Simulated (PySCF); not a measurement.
Molecule: `C[S@](=O)[O-]`, [CH3O2S]-.

Bonds (- single, = double, # triple, : aromatic): C1-S2, S2=O3, S2-O4. C1 carries H5, H6, H7. Formal charges: O4 -1. Stereochemistry as in C[S@](=O)[O-].

Total charge -1.

Frames of a GFN2-xTB Langevin trajectory at 300 K; GIAO PBE0/pcSseg-1 shieldings in PySCF 2.14.0 with density-fitted response routines, gas phase, non-relativistic; equivalent atoms averaged within each frame.

Referencing at the same level of theory: 13C (σ = 186.93 ppm), 1H (σ = 31.72 ppm) vs TMS; 33S (σ = 503.73 ppm) vs CS2; H2O for 17O (σ = 336.08 ppm). The references are static minima.

Problem. How do the shifts (ppm) fluctuate along the trajectory?

Solution. 
```
         time (fs)    C1   S2  O3/O4  H5/H6/H7
optimised geometry  54.6  459  231.0      0.89
               250  62.1  467  253.4      1.59
               425  49.7  457  232.0      1.30
               625  45.3  443  219.6      0.51
               800  52.8  450  232.7      0.98
              1000  56.6  491  261.2      0.87
    mean of frames  53.3  462  239.8      1.05
standard deviation   6.4   18   17.0      0.41
```

5 frames give an uncertainty of the mean of about the standard deviation over 2.2 at best, since frames this close in time may not be independent; classical motion lacks zero-point vibration, and the reference would need the same averaging.
